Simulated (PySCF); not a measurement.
C₆H₁₀.
Numbering: `[CH2:1]=[CH:2]/[CH:3]=[CH:4]\[CH2:5][CH3:6]` (hydrogens: H7, H8 on C1; H9 on C2; H10 on C3; H11 on C4; H12, H13 on C5; H14, H15, H16 on C6)

The same species was optimised twice, with GFN2-xTB and with PBE0-D3(BJ)/def2-SVP (PySCF), and the same property calculations (PySCF, gas phase) were run on both structures.

```tsv
coordinate	GFN2-xTB	PBE0-D3(BJ)/def2-SVP	change
C3=C4 (Å)	1.334	1.346	+0.012
C1=C2 (Å)	1.329	1.341	+0.012
C2–C3 (Å)	1.446	1.453	+0.007
C5–C6 (Å)	1.530	1.527	-0.003
C4–C5 (Å)	1.494	1.495	+0.001
C4–C5–C6 (°)	110.7	112.5	+1.8
C1–C2–C3 (°)	123.0	123.9	+0.9
C2–C3–C4 (°)	126.9	126.7	-0.2
C3–C4–C5 (°)	127.7	127.6	-0.1
C1–C2–C3–C4 (°)	-179	180	-1
C3–C4–C5–C6 (°)	119	114	-5
```

Rotational constants: A = 10094, B = 1590, C = 1482 MHz (GFN2-xTB) against A = 9499, B = 1598, C = 1478 MHz (PBE0-D3(BJ)/def2-SVP). Point groups within 0.08 Å: C1 and C1. Atoms that the bonding makes alike are paired by their places after alignment.

On the GFN2-xTB structure: lowest singlet, TDDFT (eV) 5.78 [CAM-B3LYP/def2-SVPD]; lowest triplet, Tamm–Dancoff (eV) 3.21 [CAM-B3LYP/def2-SVPD]; isotropic polarisability (au) 80.0 [CAM-B3LYP/def2-SVPD]; HOMO (eV) -7.74 [CAM-B3LYP/def2-SVPD]; LUMO (eV) 0.41 [CAM-B3LYP/def2-SVPD]; dipole (D) 0.54 [CAM-B3LYP/def2-SVPD]; HOMO (eV) -6.51 [PBE0/pcSseg-1]; LUMO (eV) -0.63 [PBE0/pcSseg-1]; dipole (D) 0.54 [PBE0/pcSseg-1]; GIAO shielding of C1 (ppm) 62.8 [PBE0/pcSseg-1]; GIAO shielding of C2 (ppm) 47.4 [PBE0/pcSseg-1]; GIAO shielding of C3 (ppm) 50.8 [PBE0/pcSseg-1]; GIAO shielding of C4 (ppm) 43.5 [PBE0/pcSseg-1]; GIAO shielding of C5 (ppm) 160.6 [PBE0/pcSseg-1]; GIAO shielding of C6 (ppm) 170.0 [PBE0/pcSseg-1].

What do these properties become on the PBE0-D3(BJ)/def2-SVP structure?

| property | level | on GFN2-xTB | on PBE0-D3(BJ)/def2-SVP | change |
| --- | --- | --- | --- | --- |
| lowest singlet, TDDFT (eV) | CAM-B3LYP/def2-SVPD | 5.78 | 5.69 | -0.09 |
| lowest triplet, Tamm–Dancoff (eV) | CAM-B3LYP/def2-SVPD | 3.21 | 3.11 | -0.10 |
| isotropic polarisability (au) | CAM-B3LYP/def2-SVPD | 80.0 | 81.6 | +1.6 |
| HOMO (eV) | CAM-B3LYP/def2-SVPD | -7.74 | -7.72 | +0.02 |
| LUMO (eV) | CAM-B3LYP/def2-SVPD | 0.41 | 0.32 | -0.09 |
| dipole (D) | CAM-B3LYP/def2-SVPD | 0.54 | 0.55 | +0.01 |
| energy, GFN2-xTB geometry as zero (kcal/mol) | CAM-B3LYP/def2-SVPD | 0.0 | -0.7 | -0.7 |
| HOMO (eV) | PBE0/pcSseg-1 | -6.51 | -6.50 | +0.01 |
| LUMO (eV) | PBE0/pcSseg-1 | -0.63 | -0.72 | -0.09 |
| dipole (D) | PBE0/pcSseg-1 | 0.54 | 0.54 | 0.00 |
| energy, GFN2-xTB geometry as zero (kcal/mol) | PBE0/pcSseg-1 | 0.0 | -0.5 | -0.5 |
| GIAO shielding of C1 (ppm) | PBE0/pcSseg-1 | 62.8 | 59.9 | -2.9 |
| GIAO shielding of C2 (ppm) | PBE0/pcSseg-1 | 47.4 | 45.1 | -2.3 |
| GIAO shielding of C3 (ppm) | PBE0/pcSseg-1 | 50.8 | 47.8 | -3.0 |
| GIAO shielding of C4 (ppm) | PBE0/pcSseg-1 | 43.5 | 41.3 | -2.2 |
| GIAO shielding of C5 (ppm) | PBE0/pcSseg-1 | 160.6 | 159.6 | -1.0 |
| GIAO shielding of C6 (ppm) | PBE0/pcSseg-1 | 170.0 | 168.1 | -1.9 |

The heavy atoms differ by 0.039 Å rms after alignment (one structure mirrored). Among bonds between heavy atoms C1=C2 and C3=C4 change most and about equally (+0.012 Å). Changes are differences of the printed values. Neither structure is proved a minimum here.

Conformer computed: `[CH2:1]=[CH:2]/[CH:3]=[CH:4]\[CH2:5][CH3:6]`: C1–C2–C3–C4 180°, C3–C4–C5–C6 114°.
